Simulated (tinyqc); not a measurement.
Worked calculation: UHF in the sto-3g basis, for LiH+, spin multiplicity 2. One step of it, computed by the program tinyqc.

Question. Orthogonalisation. S = U s U^T; symmetric (Loewdin) form X = U s^(-1/2) U^T, so that X^T S X = 1.

overlap S, lower triangle:
```
           1Li 1s    1Li 2s   1Li 2px   1Li 2py   1Li 2pz     2H 1s
1Li 1s   1.000000
1Li 2s   0.241137  1.000000
1Li 2px  0.000000  0.000000  1.000000
1Li 2py  0.000000  0.000000  0.000000  1.000000
1Li 2pz  0.000000  0.000000  0.000000  0.000000  1.000000
2H 1s    0.004996  0.167578  0.000000  0.000000  0.255150  1.000000
```

Give: eigenvalues of S; X.

Answer.

eigenvalues of S: 0.6563  0.8199  1.0000  1.0000  1.1755  1.3483

X, lower triangle:
```
          1Li 1s   1Li 2s  1Li 2px  1Li 2py  1Li 2pz   2H 1s
1Li 1s    1.0232
1Li 2s   -0.1273   1.0350
1Li 2px   0.0000   0.0000   1.0000
1Li 2py   0.0000   0.0000   0.0000   1.0000
1Li 2pz  -0.0031   0.0179   0.0000   0.0000   1.0262
2H 1s     0.0143  -0.0921   0.0000   0.0000  -0.1357  1.0379
```
